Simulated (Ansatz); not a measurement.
```yaml
crystal:
  periodic: [false, false, false]
  atoms:
    - {symbol: Cl, position_ang: [-1.704563, -0.308629, -0.208361]}
    - {symbol: Si, position_ang: [-0.018908, 0.627466, 0.584857]}
    - {symbol: P, position_ang: [1.902512, -0.236370, -0.248166]}
    - {symbol: H, position_ang: [2.018932, 0.635355, -1.341676]}
basis:
  gaussian: {orbitals: def2-TZVP}
magnetization: {spin_polarized: true, initial_magnetization: 3}
hamiltonian: {xc: pbe0}
relax: {f_tol: 0.004, max_steps: 80}
```

```sh
$ ansatz run in.yaml --threads 1 --pin off --events-out ev --progress --plain --max-ram 2176MiB
```

Steps of the relaxation (energy above the last step; positions in Å, forces in eV/Å):

```
4
step 1, 11.5 meV
Cl   -1.705   -0.309   -0.208    0.210    0.109    0.116
Si   -0.019    0.627    0.585   -0.337   -0.047   -0.073
P     1.903   -0.236   -0.248    0.078   -0.420    0.362
H     2.019    0.635   -1.342    0.049    0.357   -0.406
```

```
4
step 2, 1.7 meV
Cl   -1.705   -0.310   -0.198    0.043    0.023    0.033
Si   -0.029    0.630    0.576   -0.095   -0.005   -0.014
P     1.902   -0.248   -0.248    0.020   -0.147    0.125
H     2.029    0.646   -1.343    0.032    0.128   -0.145
```

```
4
step 3, 0.2 meV
Cl   -1.717   -0.313   -0.185   -0.008   -0.007    0.000
Si   -0.039    0.629    0.570    0.019    0.010   -0.013
P     1.899   -0.253   -0.252    0.000   -0.005   -0.005
H     2.055    0.654   -1.346   -0.010    0.003    0.018
```

```
4
step 4, 0.1 meV
Cl   -1.718   -0.314   -0.182   -0.002   -0.003   -0.002
Si   -0.037    0.632    0.562    0.002    0.000    0.008
P     1.900   -0.258   -0.253   -0.009    0.021   -0.018
H     2.052    0.658   -1.340    0.009   -0.017    0.011
```

```
4
step 6, 0.0 meV
Cl   -1.718   -0.315   -0.181    0.000   -0.001    0.000
Si   -0.038    0.632    0.563    0.002    0.002    0.000
P     1.898   -0.257   -0.255   -0.002    0.000   -0.001
H     2.056    0.658   -1.341    0.000    0.000    0.001
```

Close pairs at the end: P3–H4 1.429 Å, Cl1–Si2 2.068 Å, Si2–P3 2.282 Å.

A stationary point of unrestricted PBE0 after 6 steps, with ⟨S²⟩ = 3.761 against 3.75 for a pure state; no frequencies were run, so it isn't proven a minimum. 25 s on 1 thread of Intel Xeon Platinum 8488C, shared host.
